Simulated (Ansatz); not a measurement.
Write a Python script for the Python package of Ansatz (0.2.0) that makes a short molecular-dynamics run of C₃H₅N, SMILES CC=C=N. Settings: BLYP, def2-SVP basis, multiplicity 1.

```json
{"atom": "C", "x (Å)": "-0.0029", "y (Å)": "0.5745", "z (Å)": "-1.0818"}
{"atom": "C", "x (Å)": "0.2721", "y (Å)": "-0.5329", "z (Å)": "-0.2040"}
{"atom": "C", "x (Å)": "0.1580", "y (Å)": "-0.5128", "z (Å)": "1.0784"}
{"atom": "N", "x (Å)": "0.1958", "y (Å)": "-0.4931", "z (Å)": "2.2570"}
{"atom": "H", "x (Å)": "-0.8073", "y (Å)": "0.3148", "z (Å)": "-1.8423"}
{"atom": "H", "x (Å)": "-0.4361", "y (Å)": "1.4920", "z (Å)": "-0.5322"}
{"atom": "H", "x (Å)": "0.8698", "y (Å)": "0.9408", "z (Å)": "-1.6334"}
{"atom": "H", "x (Å)": "0.6850", "y (Å)": "-1.4159", "z (Å)": "-0.6834"}
{"atom": "H", "x (Å)": "-0.8459", "y (Å)": "-0.4138", "z (Å)": "2.6246"}
```

Script `c3h5n.py`:
```python
"""A short Born-Oppenheimer trajectory of C3H5N."""

import ansatz as az
import numpy as np


def main() -> None:
    system = (
        az.Crystal.molecule()
        .atom("C", (-0.0029, 0.5745, -1.0818))
        .atom("C", (0.2721, -0.5329, -0.204))
        .atom("C", (0.158, -0.5128, 1.0784))
        .atom("N", (0.1958, -0.4931, 2.257))
        .atom("H", (-0.8073, 0.3148, -1.8423))
        .atom("H", (-0.4361, 1.492, -0.5322))
        .atom("H", (0.8698, 0.9408, -1.6334))
        .atom("H", (0.685, -1.4159, -0.6834))
        .atom("H", (-0.8459, -0.4138, 2.6246))
    )

    job = (
        system.calculation()
        .basis(gaussian="def2-SVP")
        .functional("blyp")
        .md("nvt_langevin", timestep=0.25, steps=20, temperature=500, initial_velocities="maxwell_boltzmann", seed=95, friction=0.02)
    )
    frames = []
    out = job.session().plan().execute(on_event=lambda e: frames.append(e["data"]) if e["event"] == "md_step" else None)
    print("t (fs)   E_pot (eV)      E_kin (eV)   T (K)   d(0-1) (A)")
    for f in frames[::1]:
        xyz = np.array(f["positions_ang"])
        print(f"{f['time_fs']:6.2f} {f['lagrangian_ev']:14.5f} {f['e_kin_ev']:10.5f} {f['temperature_k']:8.1f} {np.linalg.norm(xyz[0] - xyz[1]):9.4f}")
    print("mean temperature", round(float(np.mean([f["temperature_k"] for f in frames])), 1), "K")
    symbols = [site.symbol for site in system.cartesian_sites]
    with open("last_frame.xyz", "w") as handle:
        handle.write(f"{len(symbols)}\nt = {frames[-1]['time_fs']} fs\n")
        handle.writelines("{:2s} {:10.5f} {:10.5f} {:10.5f}\n".format(s, *xyz) for s, xyz in zip(symbols, frames[-1]["positions_ang"]))


if __name__ == "__main__":
    main()
```

```console
$ python c3h5n.py
t (fs)   E_pot (eV)      E_kin (eV)   T (K)   d(0-1) (A)
  0.00    -4674.98354    0.51704    444.4    1.4396
  0.25    -4674.97819    0.52764    453.6    1.4386
  0.50    -4674.97521    0.57992    498.5    1.4378
  0.75    -4674.97598    0.61282    526.8    1.4368
  1.00    -4674.97932    0.62366    536.1    1.4359
  1.25    -4674.98523    0.62524    537.5    1.4354
  1.50    -4674.99424    0.62394    536.3    1.4351
  1.75    -4675.00518    0.57952    498.2    1.4349
  2.00    -4675.01534    0.57529    494.5    1.4348
  2.25    -4675.02368    0.56443    485.2    1.4347
  2.50    -4675.03029    0.56798    488.2    1.4346
  2.75    -4675.03494    0.60239    517.8    1.4345
  3.00    -4675.03824    0.61814    531.3    1.4348
  3.25    -4675.04110    0.66105    568.2    1.4355
  3.50    -4675.04399    0.63947    549.7    1.4366
  3.75    -4675.04810    0.65005    558.8    1.4380
  4.00    -4675.05405    0.63232    543.5    1.4397
  4.25    -4675.06335    0.64508    554.5    1.4415
  4.50    -4675.07613    0.63903    549.3    1.4436
  4.75    -4675.09173    0.64809    557.1    1.4458
  5.00    -4675.10976    0.67108    576.9    1.4480
mean temperature 524.1 K
```

File `last_frame.xyz` afterwards:
```text
9
t = 5.0 fs
C    -0.04005    0.62696   -1.07312
C     0.27101   -0.52913   -0.25869
C     0.17984   -0.58043    1.06119
N     0.19087   -0.47732    2.29164
H    -0.81054    0.34050   -1.77115
H    -0.47878    1.45243   -0.46169
H     1.01316    0.90834   -1.47486
H     0.72986   -1.44497   -0.69264
H    -0.74641   -0.46447    2.62339
```

Notes:
- The settings weren't tested for convergence.
- The trajectory is only some femtoseconds long, so its temperature is not equilibrated; where the script doesn't relax first, it starts from a rough generated geometry.
- The printed temperature counts all 3N degrees of freedom under Langevin dynamics, so the first row lies under the target.
- The whole script took 39 s on 1 thread of Arm Neoverse V2, with other jobs on the host, peak memory 0.18 GiB.

(Lines on the test bed's own set-up are left out of the output.)
